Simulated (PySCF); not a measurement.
CH2O2, SMILES O=CO (connectivity only; charge and spin as stated), charge +1, multiplicity 2. Atoms are numbered in the order given.

```xyz
5

O      0.0821     1.0903     0.0000
C     -0.3966    -0.0862     0.0000
O      0.2693    -1.1443     0.0000
H      1.0632     1.1586     0.0000
H     -1.4945    -0.2087     0.0000
```
Charge +1, spin multiplicity 2.

Geometry optimised at B3LYP-D3(BJ)/def2-TZVP. The spin state was assumed, not searched. The values are those of a single conformer.

These are PBE/pcH-1 (PySCF) values and carry that method's errors.

Unrestricted Kohn–Sham, ⟨S²⟩ = 0.753. Hyperfine tensors hold the contact and dipolar terms, without spin-orbit corrections.

Computed hyperfine couplings:
| nucleus | A(iso) (MHz) | A(iso) (G) | dipolar principal values (MHz) |
|---|---|---|---|
| 17O no. 1 | 0.3 | 0.1 | -33.3, 13.8, 19.6 |
| 13C no. 2 | -34.4 | -12.3 | -14.1, 1.3, 12.9 |
| 17O no. 3 | -28.5 | -10.2 | -270.0, 127.6, 142.4 |
| 1H no. 4 | -5.5 | -1.9 | -10.7, 0.3, 10.4 |
| 1H no. 5 | 194.2 | 69.3 | -11.2, -3.2, 14.4 |

**Question.** And the g tensor (effective nuclear charges for spin-orbit coupling, GIAO)? (An estimate is asked for; the answer gives what the named calculation found.)

**Answer.** principal values 2.0025, 2.0082, 2.0116; isotropic 2.0074.
